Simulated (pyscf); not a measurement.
Thermochemistry of product channels of HO–Si(SiH₃)(SiH₃)–SiH₃ (SMILES O[Si]([SiH3])([SiH3])[SiH3]) + HCl (SMILES Cl) on the singlet surface, in kcal/mol, from ωB97M-D3(BJ)/def2-TZVP energies (ideal gas, 1 atm, RRHO with modes under 100 cm⁻¹ raised to 100, one conformer, R ln 2 for chiral ones without a mode under 150 cm⁻¹). PySCF, gas phase, ωB97X-D3(BJ)/def2-SVP geometries.

| products | ΔE | ΔH(298 K) | ΔG(298 K) | ΔG(1200 K) |
|---|---|---|---|---|
| HO–Si(SiH₃)(SiH₃)–SiH₂–Cl (SMILES O[Si]([SiH3])([SiH3])[SiH2]Cl) + H₂ (SMILES [H][H]) | [?] | -18.2 | -15.5 | -8.9 |
| HO–Si(SiH₃)(SiH₃)–Cl (SMILES O[Si]([SiH3])([SiH3])Cl) + SiH₄ (SMILES [SiH4]) | [?] | -27.0 | -26.0 | -21.3 |

Problem. What belongs in the gaps?

Solution. 
- HO–Si(SiH₃)(SiH₃)–SiH₂–Cl (SMILES O[Si]([SiH3])([SiH3])[SiH2]Cl) + H₂ (SMILES [H][H]), ΔE: -17.3
- HO–Si(SiH₃)(SiH₃)–Cl (SMILES O[Si]([SiH3])([SiH3])Cl) + SiH₄ (SMILES [SiH4]), ΔE: -27.1

These are energies of the channels, which say nothing of barriers.
